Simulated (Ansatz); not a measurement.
System: Cs2AgBiBr6 (Fm-3m, No. 225). Method: LDA (Ansatz, a first-principles code, PAW).

Run with plane-wave cutoff 520 eV, 6×6×6 k mesh, Fermi–Dirac smearing 0.01 eV, no spin polarisation, scalar-relativistic PAW data made under PBE.

Cell (relaxed at this level):

```xyz
10
Lattice="0.0000 5.4979 5.4979 5.4979 0.0000 5.4979 5.4979 5.4979 0.0000" Properties=species:S:1:pos:R:3 pbc="T T T"
Cs     8.2468     8.2468     8.2468
Cs     2.7489     2.7489     2.7489
Ag     5.4979     5.4979     5.4979
Bi     0.0000     0.0000     0.0000
Br     2.8093     5.4979     5.4979
Br     8.1865     5.4979     5.4979
Br     5.4979     2.8093     5.4979
Br     5.4979     8.1865     5.4979
Br     5.4979     5.4979     2.8093
Br     5.4979     5.4979     8.1865
```

Estimate the band gap and direct gap at Γ that the calculation returns.


* **band gap**: 0.95 eV (on the SCF k mesh)
* **direct gap at Γ**: 2.56 eV

Note: the volume lies 6 % below that of the published cell.

Spin–orbit coupling is not included; with these elements it can move the gap by several tenths of an eV or more.

It cost very roughly 2.2 core-minutes of CPU time.
